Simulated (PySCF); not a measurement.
CCl2 (singlet state).
InChI=1S/CCl2/c2-1-3

Computed, not measured: B3LYP/def2-SVPD in PySCF (dipole) on a PBE0-D3(BJ)/def2-SVP geometry, gas phase.

Take the most abundant isotopes and a rigid rotor. 

What are A, B and C (cm⁻¹)?

Ia = 10.13, Ib = 137.49, Ic = 147.62 u·Å²; 505379 MHz·u·Å²/I gives 49869, 3676 and 3423 MHz, that is A = 1.66346, B = 0.12261, C = 0.11419 cm⁻¹.

What kind of rotor is it?

A near-prolate asymmetric top. Ray's parameter κ = (2B − A − C)/(A − C) = -0.989; −1 is the prolate and +1 the oblate limit.

Give the coordinates in the principal-axis frame, origin at the centre of mass.

The sense of each axis is arbitrary; atoms in the order of the calculation.
| atom | mass (u) | a (Å) | b (Å) | c (Å) |
| --- | --- | --- | --- | --- |
| Cl1 | 34.969 | -1.402 | -0.146 | 0.000 |
| C2 | 12.000 | 0.000 | 0.849 | 0.000 |
| Cl3 | 34.969 | 1.402 | -0.146 | 0.000 |

Which lines would a microwave search look for?

The dipole components are |μa| = 0.00 D, |μb| = 1.16 D, |μc| = 0.00 D; the symmetry axis of this C2v structure is b, so μa and μc vanish by symmetry and there are no a-type or c-type lines. Some lines, for components of 0.1 D or more:

```json
{"type": "b", "branch": "Q", "J(Ka,Kc)": "1(1,0) ← 1(0,1)", "MHz": "46446", "lower level (cm⁻¹)": "0.237"}
{"type": "b", "branch": "Q", "J(Ka,Kc)": "2(1,1) ← 2(0,2)", "MHz": "46699", "lower level (cm⁻¹)": "0.710"}
{"type": "b", "branch": "R", "J(Ka,Kc)": "1(1,1) ← 0(0,0)", "MHz": "53293", "lower level (cm⁻¹)": "0.000"}
{"type": "b", "branch": "R", "J(Ka,Kc)": "2(1,2) ← 1(0,1)", "MHz": "60140", "lower level (cm⁻¹)": "0.237"}
{"type": "b", "branch": "Q", "J(Ka,Kc)": "2(2,0) ← 2(1,1)", "MHz": "138582", "lower level (cm⁻¹)": "2.268"}
{"type": "b", "branch": "Q", "J(Ka,Kc)": "2(2,1) ← 2(1,2)", "MHz": "139338", "lower level (cm⁻¹)": "2.243"}
{"type": "b", "branch": "R", "J(Ka,Kc)": "2(2,1) ← 1(1,0)", "MHz": "153031", "lower level (cm⁻¹)": "1.786"}
{"type": "b", "branch": "R", "J(Ka,Kc)": "2(2,0) ← 1(1,1)", "MHz": "153285", "lower level (cm⁻¹)": "1.778"}
```

Estimate the classical rotational partition function at 100 K and 500 K.

Point group C2v, symmetry number σ = 2; q = (√π/σ)·√((kT/h)³/(ABC)), k/h = 20836.6 MHz/K: 3360 at 100 K, 37600 at 500 K.

Not checked by PBE0-D3(BJ)/def2-SVP frequencies. These are rigid-rotor constants of the computed structure; measured ground-state constants (B0) also hold zero-point vibration. Quadrupole hyperfine structure (35Cl) is left out.
